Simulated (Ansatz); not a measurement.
**NHS (triplet): from Hartree-Fock to the top rungs, cc-pVTZ**

An exercise on one series of results from a longer session: the logs are not shown, and one member is left open.

Computed with Ansatz 0.2.0, Gaussian basis. Level: cc-pVTZ, core rule «outside noble gas», up to 6 orbitals frozen.

The runs, in order: UHF; CCSD(T) on ROHF; CCSD(T) on UHF; BCCD(T) on ROHF; CCSDT(Q) on ROHF; CCSDT(Q) on UHF; CASSCF and MRCISD+Q, 12 electrons in 9 orbitals; CASSCF and MRCISD+Q(relaxed), 12 electrons in 9 orbitals; CASSCF and NEVPT2, 12 electrons in 9 orbitals.

4 further runs of the same task are left out: 4 set aside as unsound or not needed.

## What is computed

The geometry is a PBE0/def2-TZVP stationary point (not a proven minimum) of the parent state, kept for this charge and spin.

3 atoms, charge 0, spin multiplicity 3.

Atoms are counted from 1 here; the program's logs count them from 0.

Bond lengths: N1–S2 1.555 Å, N1–H3 1.028 Å. Angles: S2–N1–H3 109.6°.

The first run:

Contents of in.yaml:

```yaml
crystal:
  periodic: [false, false, false]
  atoms:
    - {symbol: N, position_ang: [0.000000, -0.127563, 1.043850]}
    - {symbol: S, position_ang: [0.000000, 0.030547, -0.502691]}
    - {symbol: H, position_ang: [0.000000, 0.800886, 1.486090]}
basis:
  gaussian: {orbitals: cc-pVTZ}
magnetization: {spin_polarized: true, initial_magnetization: 2}
hamiltonian: {xc: hf}
output: {orbitals: {seedname: orbitals}}
```

Command:

```bash
$ ansatz run in.yaml --threads 1 --pin off --events-out ev --progress --plain --max-ram 4096MiB --backend cpu
```

Steps of the session up to this table: UHF; CCSD(T) on ROHF; CCSD(T) on UHF; BCCD(T) on ROHF; CCSDT(Q) on ROHF; CCSDT(Q) on UHF; CASSCF and MRCISD+Q, 12 electrons in 9 orbitals; CASSCF and MRCISD+Q(relaxed), 12 electrons in 9 orbitals; CASSCF and NEVPT2, 12 electrons in 9 orbitals.

One table of the session follows, with a row left open; its other results are not shown here.

```
                   method  from UCCSDT(Q) (kJ/mol)
                     ROHF                  +1048.9
                      UHF                  +1011.6
                     RMP2                   +111.9
                     UMP2                   +123.4
                    RCCSD                    +54.0
                    UCCSD                    +52.1
                 RCCSD(T)                     +5.9
                 UCCSD(T)                     +6.0
                  BCCD(T)                     +5.2
                   RCCSDT                        ?
                   UCCSDT                     +3.5
                RCCSDT(Q)                     +0.3
                UCCSDT(Q)                        0
           CASSCF valence                   +854.7
           NEVPT2 valence                   +165.4
           MRCISD valence                    +92.8
         MRCISD+Q valence                    +17.5
MRCISD+Q(relaxed) valence                    +12.9
```

Q: Estimate the row for RCCSDT from the others.

**Answer.** from UCCSDT(Q) (kJ/mol): +3.8. In the column «from UCCSDT(Q) (kJ/mol)» it lies between UCCSDT (+3.5) and BCCD(T) (+5.2).

To keep in mind: Restricted and unrestricted rows rest on different reference determinants; where their highest levels disagree by more than a few hundredths of an eV, they describe different states and don't form one ladder.
